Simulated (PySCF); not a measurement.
Gas-phase reaction: SiH₄ + 3 C₃H₄ (propyne) → CH₃SiH + 2 C₄H₆ (butadiene)

Energies from PySCF, thermal terms from the rigid-rotor harmonic-oscillator model, ideal gas at 1 bar. † marks an energy on the PBE0/def2-TZVP geometry and frequencies; other levels use their own. CCSD(T) freezes the core. 6-31G* has spherical d functions here. All species are closed-shell singlets. B3LYP is the form with VWN-RPA correlation. CH₃SiH: computed as isolated molecules; such fragments, hydroxides, amides, oligomers or adducts are transient or little studied in the gas. CCSD(T) isn't extrapolated to the basis-set limit; its ΔH°(298 K) is -166.0 kJ in def2-SVP and -158.2 kJ in def2-TZVPP. The harmonic model lacks anharmonicity and excited electronic states, which grow with temperature; levels with a mode under 35 cm⁻¹ are left out. Internal rotation in CH₃SiH, C₄H₆ (butadiene) is treated as a harmonic vibration of one conformer, which makes the entropy rough.

```
level                ΔE electronic, kJ  ΔH°(298 K), kJ  ΔS°(298 K), J/K  ΔG°(2000 K), kJ
-------------------  -----------------  --------------  ---------------  ---------------
B3LYP/def2-TZVP†                  -184            -155             -130              108
BLYP/def2-TZVP†                   -175            -146             -130              117
CCSD(T)/def2-TZVPP†               -188            -158             -130              105
HF/6-31G*                         -179            -148             -129              114
PBE/def2-SVP                      -230            -201             -130               61
PBE/def2-TZVP†                    -212            -182             -130               81
PBE0/def2-QZVP†                   -215            -185             -130               78
PBE0/def2-SVP†                    -234            -204             -130               59
LDA/def2-TZVP†                    -253            -223             -130               40
ωB97M-V/def2-TZVP†                -194            -164             -130               99
ωB97X-V/def2-TZVP†                -190            -160             -130              102
```
ΔH° is lowest at LDA/def2-TZVP† and highest at BLYP/def2-TZVP†. No reference value is set beside these.
